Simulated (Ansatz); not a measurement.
Molecule: trans-butane, C$_{4}$H$_{10}$, charge 0, multiplicity 1. SMILES: C(C)CC
Geometry from a B3LYP-D3(BJ)/def2-TZVP (Ansatz, an electronic-structure program) optimisation:
```xyz
14

C      0.6994     1.8273     0.0005
C      0.7016     0.3014     0.0009
C     -0.7016    -0.3014    -0.0009
C     -0.6994    -1.8273    -0.0005
H      1.7140     2.2299     0.0018
H     -1.7140    -2.2299    -0.0018
H      0.1846     2.2193     0.8812
H      0.1869     2.2190    -0.8816
H     -0.1869    -2.2190     0.8816
H     -0.1846    -2.2193    -0.8812
H      1.2502    -0.0651    -0.8732
H      1.2478    -0.0648     0.8765
H     -1.2478     0.0648    -0.8765
H     -1.2502     0.0651     0.8732
```
Charge 0, spin multiplicity 1.

Property: atomisation energy (electronic, to ground-state atoms), in eV. Valence correlation only, unless marked. UHF or UKS for open shells. No spin-orbit coupling. Non-relativistic. The coupled-cluster limit lacks core correlation, which all-electron functionals hold. CBS(X,Y): correlation extrapolated as X^-3; Hartree-Fock from the larger set. The bracket is a focal-point correction in the basis named.

| level | program | atomisation energy (eV) |
|---|---|---|
| SVWN5/def2-TZVPD | Ansatz | 63.33 |
| PBE/def2-TZVPD | Ansatz | 56.90 |
| revPBE/def2-TZVPD | Ansatz | 55.28 |
| r2SCANh/def2-TZVPD | Ansatz | 56.19 |
| CAM-B3LYP-D4/def2-TZVPD | Ansatz + dftd4 | 56.64 |
| CAM-B3LYP/def2-TZVPD | Ansatz | 56.46 |
| wB97X-V/def2-TZVPD | Ansatz | 56.39 |
| PBE-QIDH/def2-TZVPD | Ansatz | 56.07 |
| MP2/6-31G* | Ansatz | 52.02 |
| SCS-MP2/cc-pVDZ | Ansatz | 53.02 |
| CCSD/cc-pVDZ | Ansatz | 52.52 |
| CCSD(T)/6-31G | Ansatz | 49.66 |
| CCSD(T)/aug-cc-pVDZ | Ansatz | 53.21 |
| CCSD(T)/cc-pVTZ | Ansatz | 55.31 |
| RI-MP2/CBS(cc-pVTZ,cc-pVQZ)+[CCSD(T)-MP2]/cc-pVTZ | Ansatz | 56.43 |
